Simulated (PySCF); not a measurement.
**Which basis set comes closest?**

Molecule: Phosphorus tetramer, P$_{4}$.

Atoms are numbered as in `[p:1]12[p:2]3[p:3]1[p:4]23`.

Geometry PBE0-D3(BJ)/def2-SVP throughout; GIAO in PySCF 2.14.0 with density-fitted response routines, gas phase, one conformer, non-relativistic; equivalent atoms averaged; functional PBE0.

Reference values (measured; gas; S. K. Latypov et al., Phys. Chem. Chem. Phys. 2015 (author manuscript)): δ(P1/P2/P3/P4) = -525.0 ppm vs 85 % H3PO4. Computed shifts are taken against H3PO4, calculated as an isolated molecule at each level.

How do the basis sets STO-3G, 6-31G, pcSseg-0, 6-31G*, def2-SVP, cc-pVDZ, pcSseg-1, aug-cc-pVDZ, cc-pVTZ, 6-311+G(2d,p), def2-TZVP, pcSseg-2, IGLO-III, pcSseg-3 perform against the reference? Times are CPU seconds on shared hosts with different chips, so compare them loosely.

Answers


```
    basis set  functions  P1/P2/P3/P4  abs. error P  core-s
       STO-3G         36       -311.6         213.4     1.4
        6-31G         52       -482.9          42.1     2.7
     pcSseg-0         52       -583.4          58.4     2.9
       6-31G*         72       -493.3          31.7     3.6
     def2-SVP         72       -490.8          34.2     2.9
      cc-pVDZ         72       -488.2          36.8       5
     pcSseg-1         96       -563.6          38.6       4
  aug-cc-pVDZ        108       -503.4          21.6     7.6
      cc-pVTZ        136       -547.6          22.6      10
6-311+G(2d,p)        140       -576.0          51.0     8.4
    def2-TZVP        148       -585.4          60.4       9
     pcSseg-2        172       -572.3          47.3     8.1
     IGLO-III        176       -566.7          41.7      12
     pcSseg-3        304       -576.7          51.7      39
```

For $^{31}$P the closest is aug-cc-pVDZ (21.6 ppm) and the furthest STO-3G (213.4 ppm). Where a smaller basis beats a larger one, errors probably cancel; the largest sets show where the functional converges. One molecule is a small sample, and vibrational effects are absent from the calculation.

A small basis that lands close on one nucleus may do so by chance; judge by the trend and by all nuclei.
